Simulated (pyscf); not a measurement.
`[CH2][N]([CH3])[SiH3]` [doublet] + `[H][H]` → `[CH3][N]([CH3])[SiH3]` + `[H]` [doublet] (hydrogen abstraction; doublet surface; H–H broken, C–H formed). PySCF, gas phase, ωB97X-D3(BJ)/def2-SVP geometries. Energies in kcal/mol from the separated reactants.

```json
[
 {"level": "ωB97X-D3(BJ)/def2-TZVP", "barrier": "…", "reaction energy": "+10.0"},
 {"level": "PBE/def2-TZVP", "barrier": "10.3", "reaction energy": "+11.0"},
 {"level": "PBE0-D3(BJ)/def2-TZVP", "barrier": "11.7", "reaction energy": "+9.2"},
 {"level": "M06-2X/def2-TZVP", "barrier": "16.9", "reaction energy": "+9.9"},
 {"level": "ωB97M-D3(BJ)/def2-TZVP", "barrier": "…", "reaction energy": "…"},
 {"level": "HF/def2-TZVP", "barrier": "24.7", "reaction energy": "+6.7"}
]
```

Q: Some entries are withheld; supply them.

A: 
- ωB97X-D3(BJ)/def2-TZVP, barrier: 15.9
- ωB97M-D3(BJ)/def2-TZVP, barrier: 15.7
- ωB97M-D3(BJ)/def2-TZVP, reaction energy: +10.1

At PBE this geometry lies under the product side: in single points on another level's saddle the reverse barrier vanishes, and the forward threshold there is about the reaction energy. One saddle was located; it need not be the lowest between these sides. The angle at the transferred H is 176°.
